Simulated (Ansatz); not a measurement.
```xyz
2

P    -0.0354    0.0345   -0.9531
P    -0.0037   -0.0377    0.9781
```

Basis set: def2-TZVP (spherical functions). Correlated methods keep 10 orbitals frozen. Charge 0, multiplicity 1.

Computed with Ansatz (development build ahead of 0.2.0); free ground-state atoms in the same class of orbitals, no zero-point energy, no relativity.

The atomization energy of singlet P₂ from measured heats of formation, zero-point and thermal terms removed is 5.084 eV (G2/97 set, Curtiss et al., J. Chem. Phys. 106, 1063 (1997), as shipped with ASE); it holds spin-orbit and other relativistic effects.

Q: How far do RHF-MP2, RHF miss it in this basis?

A:

| method | atomization energy (eV) | computed − measured (eV) |
| --- | --- | --- |
| RHF-MP2 | 4.693 | -0.391 |
| RHF | 1.551 | -3.533 |

Caution: in another basis set an unrestricted determinant lies well below.
